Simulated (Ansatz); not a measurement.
# C4H8O: the cost of one run

Computed with Ansatz 0.2.0 (the levels named in each step, unless a step's input says otherwise).

## (1) The structure to begin with

Bond lengths: C1–C2 1.524 Å, C2–C3 1.529 Å, C3–C4 1.500 Å, C4–O5 1.198 Å, C1–H6 1.088 Å, C1–H7 1.088 Å, C1–H8 1.087 Å, C2–H9 1.093 Å, C2–H10 1.092 Å, C3–H11 1.091 Å, C3–H12 1.094 Å, C4–H13 1.110 Å. Angles (14 of 21 angles, heavy atoms first): C1–C2–C3 111.3°, C2–C3–C4 111.9°, C3–C4–O5 125.7°, C1–C2–H9 109.7°, C1–C2–H10 109.5°, C3–C2–H9 109.3°, C3–C2–H10 109.2°, C2–C1–H6 110.6°, C2–C1–H7 110.5°, C2–C1–H8 110.6°, C2–C3–H11 111.1°, C2–C3–H12 109.4°, C4–C3–H11 109.5°, C4–C3–H12 106.6°.

Structure file:

```xyz
13

C     1.7942    0.4705   -0.7225
C     0.5896   -0.2200   -1.3510
C    -0.3368   -0.8036   -0.2835
C    -0.9746    0.2668    0.5513
O    -1.1176    0.2350    1.7404
H     1.4740    1.2784   -0.0679
H     2.3729   -0.2363   -0.1321
H     2.4414    0.8853   -1.4916
H     0.0324    0.4951   -1.9608
H     0.9315   -1.0222   -2.0077
H     0.1991   -1.4990    0.3647
H    -1.1526   -1.3485   -0.7687
H    -1.3382    1.1296   -0.0446
```

## (2) A rough first relaxation, PBE-D4/def2-SVP

This run stands in another session on the same molecule. It ended at:

```xyz
13

C     1.8304    0.4701   -0.7361
C     0.6017   -0.2136   -1.3377
C    -0.3451   -0.8037   -0.2807
C    -1.0198    0.2572    0.5627
O    -1.1189    0.2418    1.7720
H     1.5461    1.3098   -0.0673
H     2.4323   -0.2401   -0.1317
H     2.4909    0.8836   -1.5244
H     0.0347    0.5128   -1.9629
H     0.9169   -1.0228   -2.0291
H     0.1684   -1.5159    0.3984
H    -1.1638   -1.3617   -0.7918
H    -1.4586    1.1133   -0.0456
```

## (3) Relaxation, r2SCAN-D4/def2-TZVPP

The input, input.yaml:

```yaml
crystal:
  periodic: [false, false, false]
  atoms:
    - { symbol: C, position_ang: [1.83036701, 0.47014979, -0.73608168] }
    - { symbol: C, position_ang: [0.60167931, -0.21359837, -1.33768712] }
    - { symbol: C, position_ang: [-0.34507059, -0.8036593, -0.28069232] }
    - { symbol: C, position_ang: [-1.01980079, 0.25723368, 0.56268495] }
    - { symbol: O, position_ang: [-1.11894078, 0.24176275, 1.77199233] }
    - { symbol: H, position_ang: [1.54613331, 1.30981896, -0.06732567] }
    - { symbol: H, position_ang: [2.43226698, -0.24009261, -0.13172245] }
    - { symbol: H, position_ang: [2.4909211, 0.88358045, -1.52441587] }
    - { symbol: H, position_ang: [0.03472719, 0.51282215, -1.96287224] }
    - { symbol: H, position_ang: [0.91692337, -1.02284419, -2.02910901] }
    - { symbol: H, position_ang: [0.1684076, -1.51592377, 0.39840119] }
    - { symbol: H, position_ang: [-1.16379117, -1.36167652, -0.79175262] }
    - { symbol: H, position_ang: [-1.45855253, 1.11333699, -0.04556948] }
basis:
  gaussian: { orbitals: def2-TZVPP }
hamiltonian:
  xc: r2scan
  dispersion: d4
relax:
  f_tol: 0.004
  max_steps: 150
```

The run is started by

```sh
> ansatz run input.yaml --threads 4 --pin off --max-ram 10240MiB --backend cpu --events-out ev --progress --plain --runs-dir out
```

**Question.** How long does this run take on 4 threads of Intel Xeon Platinum 8488C (Sapphire Rapids), shared host, and how much memory does it need?

About 33 s, with a peak of 0.36 GiB.
